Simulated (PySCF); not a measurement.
Species: HC≡CCF(CH3)2, C₅H₇F.
Atom-mapped SMILES: `[CH:1]#[C:2][C:3]([CH3:4])([CH3:5])[F:6]` (hydrogens: H7 on C1; H8, H9, H10 on C4; H11, H12, H13 on C5)

Computed geometry: GFN2-xTB, gas phase.

Problem. What internal coordinates does the optimisation give?

Solution. 
| bond | length (Å) |
| --- | --- |
| C1≡C2 | 1.196 |
| C2–C3 | 1.458 |
| C3–C4, C3–C5 | 1.527 |
| C3–F6 | 1.401 |
| C1–H7 | 1.049 |
| C4–H8 and 5 like bonds | 1.087 |

Bonds in one row agree within 0.01 Å and their mean is given. A selection of angles:
| angle | degrees |
| --- | --- |
| C2–C1–H7 | 179.1 |
| C1–C2–C3 | 178.7 |
| C2–C3–C4 | 110.5 |
| C2–C3–F6 | 108.1 |
| C4–C3–C5 | 112.5 |
| C4–C3–F6 | 107.5 |
| C3–C4–H8 | 109.9 |
| H8–C4–H9 | 109.1 |

The C–C distances run from 1.196 Å (C1≡C2, drawn triple) to 1.527 Å (C3–C5, drawn single), a spread of 0.331 Å.

Point group: Cs (tolerance 0.08 Å). GFN2-xTB frequencies: not computed here.
